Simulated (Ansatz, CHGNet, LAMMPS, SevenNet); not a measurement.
## TO phonon frequency at L of zinc-blende InP: levels of theory against measurement

Reference value: 317 cm⁻¹ (measured, temperature not stated, not corrected to a static lattice; as tabulated in Ioffe Institute, NSM Archive: InP, mechanic properties page).

What do Vashishta InP.vashishta, CHGNet 0.3.0, SevenNet-0, SNAP InP_JCPA2020.snap, LDA, PBE, r²SCAN give, and how far is each from the reference?


```json
[
 {"level (code)": "Vashishta InP.vashishta (LAMMPS)", "value (cm⁻¹)": "316", "cell (Å³/atom)": "25.26", "difference (%)": "-0.3"},
 {"level (code)": "CHGNet 0.3.0 (CHGNet)", "value (cm⁻¹)": "223", "cell (Å³/atom)": "26.43", "difference (%)": "-30"},
 {"level (code)": "SevenNet-0 (SevenNet)", "value (cm⁻¹)": "280", "cell (Å³/atom)": "26.42", "difference (%)": "-11.7"},
 {"level (code)": "SNAP InP_JCPA2020.snap (LAMMPS)", "value (cm⁻¹)": "309", "cell (Å³/atom)": "24.76", "difference (%)": "-2.5"},
 {"level (code)": "LDA (Ansatz)", "value (cm⁻¹)": "311", "cell (Å³/atom)": "24.73", "difference (%)": "-1.9"},
 {"level (code)": "PBE (Ansatz)", "value (cm⁻¹)": "290", "cell (Å³/atom)": "26.45", "difference (%)": "-8.5"},
 {"level (code)": "r²SCAN (Ansatz)", "value (cm⁻¹)": "304", "cell (Å³/atom)": "25.77", "difference (%)": "-4.1"}
]
```

Nearest, and too close to rank with a margin of 3.0 % (twice that across the reference) picked here for doubts on the reference and the settings, and for temperature and zero-point motion: Vashishta InP.vashishta (-0.3 %), LDA (-1.9 %), SNAP InP_JCPA2020.snap (-2.5 %). CHGNet 0.3.0 (-30 %) misses by most. Within 5 %: Vashishta InP.vashishta, SNAP InP_JCPA2020.snap, LDA, r²SCAN.

The reference has no zero-point or thermal correction, while the calculations are for a static lattice, so the differences are not the levels' errors alone.  Each level is taken at its own relaxed cell. Cutoffs and k meshes differ between the levels. Ansatz's density-functional and Hartree–Fock values are scalar-relativistic unless marked +SOC, with PAW data made under PBE.

Empirical potentials (Vashishta InP.vashishta) are fitted to chosen data, which need not cover the solid at hand: agreement can be built in, and what lay outside the fit can be far off. Machine-learned potentials (CHGNet 0.3.0, SNAP InP_JCPA2020.snap, SevenNet-0) are trained on DFT data, which may include these solids.

Differences are worked out from the printed values.

Ansatz is a first-principles code.
